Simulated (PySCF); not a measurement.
All numbers come from PBE0 in PySCF with Cl def2-TZVP, H def2-TZVP; no relativity; density-fitted integrals. Open shells, if any, are unrestricted.

Problem. What shape and geometry does isolated singlet [ClH6]+ take (every ligand bound to Cl)?

Solution. Counting electrons, chlorine keeps none of its valence electrons outside its bonds, so the VSEPR class is AX6 and the expected shape is octahedral (Oh), as computed. The lowest minimum found is a singlet of Oh symmetry with Cl–H 1.379 Å (×6); H–Cl–H 90.0° (×12), H–Cl–H 180.0° (×3). Its harmonic wavenumbers are 1477 (t2g), 1498 (t1u), 1501 (t2u), 2099 (eg), 2193 (t1u), 2234 (a1g) cm⁻¹ and its dipole moment is 0.00 D about the centre of mass.

Only a few start shapes were tried, so a lower isomer may exist.
